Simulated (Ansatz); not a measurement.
hcp Zn

Calculation: r²SCAN (PAW; Ansatz, an electronic-structure program).

Settings: plane-wave cutoff 500 eV, 22×12×1 k mesh (along the axes of the cell as run), Fermi–Dirac smearing 0.1 eV, scalar-relativistic PAW data made under PBE.

Cell: relaxed at this level.

```
Quantity                               Result
----------------------------------  ---------
surface energy of the (10-10) face  1.35 J/m²
work function of the (10-10) face     4.71 eV
```

The slab of 12 atoms is relaxed and unreconstructed.

Computed values are for the static lattice.

The result took very roughly 40 core-minutes.
